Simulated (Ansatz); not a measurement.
# SiF₂+ (doublet): from Hartree-Fock to the top rungs, cc-pVDZ

An exercise on one series of results from a longer session: the logs are not shown, and one member is left open.

Computed with Ansatz 0.2.0, Gaussian basis. Level: cc-pVDZ, core rule «outside noble gas», up to 7 orbitals frozen.

Plan: UHF; CCSD(T) on ROHF; CCSD(T) on UHF; BCCD(T) on ROHF; CISD as a restricted active space (open shells left free, so some higher excitations enter); CCSDT(Q) on ROHF; CCSDT(Q) on UHF; CASSCF and MRCISD+Q, 13 electrons in 10 orbitals; CASSCF and NEVPT2, 13 electrons in 10 orbitals.

37 further runs of the same task are left out: 9 for a known fault of the program, 11 that didn't finish, 17 set aside as unsound or not needed. Runs told in other sessions of the task aren't counted.

**The system**

The geometry is a PBE0/def2-TZVP stationary point (not a proven minimum) of the parent state, kept for this charge and spin.

3 atoms, charge 1, spin multiplicity 2.

Atoms are counted from 1 here; the program's logs count them from 0.

Bond lengths: F1–Si2 1.598 Å, Si2–F3 1.598 Å. Angles: F1–Si2–F3 113.7°.

Set-up of the first run:

Input file in.yaml:

```yaml
crystal:
  periodic: [false, false, false]
  atoms:
    - {symbol: F, position_ang: [0.000000, -0.371280, 1.337507]}
    - {symbol: Si, position_ang: [0.000000, 0.502304, 0.000000]}
    - {symbol: F, position_ang: [0.000000, -0.371280, -1.337507]}
basis:
  gaussian: {orbitals: cc-pVDZ}
total_charge: 1
magnetization: {spin_polarized: true, initial_magnetization: 1}
hamiltonian: {xc: hf}
output: {orbitals: {seedname: orbitals}}
```

Launch:

```bash
$ ansatz run in.yaml --threads 1 --pin off --events-out ev --progress --plain --max-ram 2393MiB
```

Among the steps run: UHF; CCSD(T) on ROHF; CCSD(T) on UHF; BCCD(T) on ROHF; CISD as a restricted active space (open shells left free, so some higher excitations enter); CCSDT(Q) on ROHF; CCSDT(Q) on UHF; CASSCF and MRCISD+Q, 13 electrons in 10 orbitals; CASSCF and NEVPT2, 13 electrons in 10 orbitals.

One table of the session follows, with a row left open; its other results are not shown here.

It belongs to the step «Misses and costs». 

| method | from UCCSDT(Q) (meV) |
| --- | --- |
| ROHF | +12456.2 |
| UHF | +12409.3 |
| RMP2 | +419.1 |
| UMP2 | +412.3 |
| CISD | +1320.3 |
| RCCSD | +331.4 |
| UCCSD | +329.7 |
| RCCSD(T) | +57.2 |
| UCCSD(T) | +56.8 |
| BCCD(T) | +47.7 |
| RCCSDT | ? |
| UCCSDT | +34.4 |
| RCCSDT(Q) | +9.8 |
| UCCSDT(Q) | 0 |
| CASSCF valence | +10098.1 |
| NEVPT2 valence | +1001.8 |
| MRCISD valence | +796.4 |
| MRCISD+Q valence | +137.3 |

**Question.** Estimate the row for RCCSDT.

**Answer.** from UCCSDT(Q) (meV): +34.8. In the column «from UCCSDT(Q) (meV)» it lies between UCCSDT (+34.4) and BCCD(T) (+47.7).

Limits of these values: Restricted and unrestricted rows rest on different reference determinants; a gap between their highest levels can come from leftover correlation error, from unlike frozen cores or from another state.
